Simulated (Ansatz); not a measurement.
**SiHO2 (doublet): the correlation ladder, def2-TZVPP**

The task here is to estimate one member of a computed series from the others.

Method: def2-TZVPP, core rule «outside noble gas», up to 7 orbitals frozen; program: Ansatz 0.2.0, Gaussian basis.

To be run: UHF; ROHF; CCSD(T) on UHF.

2 further runs of the same task are left out: 2 set aside as unsound or not needed.

## What is computed

The geometry is a PBE0/def2-TZVP stationary point (not a proven minimum).

4 atoms, charge 0, spin multiplicity 2.

Atoms are counted from 1 here; the program's logs count them from 0.

Bond lengths: O1–Si3 1.627 Å, O1–H4 0.965 Å, O2–Si3 1.525 Å. Angles: Si3–O1–H4 116.9°, O1–Si3–O2 127.5°.

The first run:

Contents of in.yaml:

```yaml
crystal:
  periodic: [false, false, false]
  atoms:
    - {symbol: O, position_ang: [0.000000, 0.199858, 1.434628]}
    - {symbol: O, position_ang: [0.000000, 0.406627, -1.385152]}
    - {symbol: Si, position_ang: [0.000000, -0.387106, -0.083158]}
    - {symbol: H, position_ang: [0.000000, 1.159459, 1.531796]}
basis:
  gaussian: {orbitals: def2-TZVPP}
magnetization: {spin_polarized: true, initial_magnetization: 1}
hamiltonian: {xc: hf}
output: {orbitals: {seedname: orbitals}}
```

Started as:

```console
$ ansatz run in.yaml --threads 1 --pin off --events-out ev --progress --plain --max-ram 4096MiB --backend cpu
```

Steps of the session up to this table: UHF; ROHF; CCSD(T) on UHF.

One of the session's tables, all rows but one given; the rest of the session is left out.

| method | from UCCSD(T) (kJ/mol) |
| --- | --- |
| ROHF | +1574.9 |
| UHF | ? |
| UMP2 | +68.5 |
| UCCSD | +66.3 |
| UCCSD(T) | 0 |

**Question.** Estimate the row for UHF.

As computed: from UCCSD(T) (kJ/mol): +1567.2. In the column «from UCCSD(T) (kJ/mol)» it lies between UMP2 (+68.5) and ROHF (+1574.9).

With the free atoms at the same levels and basis (separate runs), the atomisation energy is 15.058 eV at UCCSD(T), 10.052 eV at ROHF.
